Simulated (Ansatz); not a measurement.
Ansatz (a quantum-chemistry and plane-wave program) input:

Ansatz 0.2 input:
```yaml
crystal:
  periodic: [false, false, false]
  atoms:
    - {symbol: O, position_ang: [0.39958647, 1.19705172, 0.49062668]}
    - {symbol: C, position_ang: [0.16077201, 0.04986817, 0.01460440]}
    - {symbol: N, position_ang: [0.99490316, -0.87693290, -0.41154964]}
    - {symbol: C, position_ang: [-1.32751809, -0.33678506, -0.08884436]}
    - {symbol: H, position_ang: [-1.84871721, 0.39581689, -0.71352551]}
    - {symbol: H, position_ang: [-1.46283536, -1.33583130, -0.50633873]}
    - {symbol: H, position_ang: [-1.78317322, -0.28964351, 0.90550806]}
    - {symbol: H, position_ang: [1.93418841, -0.48672424, -0.28437002]}
basis:
  gaussian:
    orbitals: aug-cc-pVDZ
total_charge: -1
magnetization: {spin_polarized: false}
correlation: {method: ccsd_t, electrons: outside_noble_gas}
output: {forces: true}
```

Problem. Predict the final energy.

Solution. -208.13738 Eh (CCSD(T)/aug-cc-pVDZ). The basis has 128 functions. The run takes around 2.9 core-minutes (rough).

It need not be the lowest isomer of its formula. Whether it binds its extra electron was not tested at this geometry.
